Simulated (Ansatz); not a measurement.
Dissociation curve of Na2, singlet.

Calculation: restricted PBE/cc-pVTZ (Ansatz, a first-principles code).

The batch members p0 to p7 hold the bond at 2.49, 2.66, 2.77, 2.90, 2.99, 3.10, 3.16, 3.26 Å.

Ansatz input:

Ansatz 0.2 input:
```yaml
# input.yaml
basis:
  gaussian: { orbitals: cc-pvtz }
hamiltonian:
  xc: pbe
batch:
  members: [p0.yaml, p1.yaml, p2.yaml, p3.yaml, p4.yaml, p5.yaml, p6.yaml, p7.yaml]

# p4.yaml, one of the 8 members of this batch
crystal:
  periodic: [false, false, false]
  atoms:
    - { symbol: Na, position_ang: [0.0, 0.0, 0.0] }
    - { symbol: Na, position_ang: [0.0, 0.0, 2.99] }
total_charge: 0
magnetization:
  spin_polarized: false
```

Lines of the output on each member:

```
Member 0: Total energy: -8826.03080336 eV, -324.3506495251 hartree
Member 1: Total energy: -8826.17126292 eV, -324.3558113187 hartree
Member 2: Total energy: -8826.22896348 eV, -324.3579317752 hartree
Member 3: Total energy: -8826.27034758 eV, -324.3594526128 hartree
Member 4: Total energy: -8826.28475120 eV, -324.3599819359 hartree
Member 5: Total energy: -8826.28922082 eV, -324.3601461915 hartree
Member 6: Total energy: -8826.28644871 eV, -324.3600443184 hartree
Member 7: Total energy: -8826.27493836 eV, -324.3596213207 hartree
```

The restricted form behind RKS-PBE keeps the bonding electrons paired and can't separate into open-shell fragments.
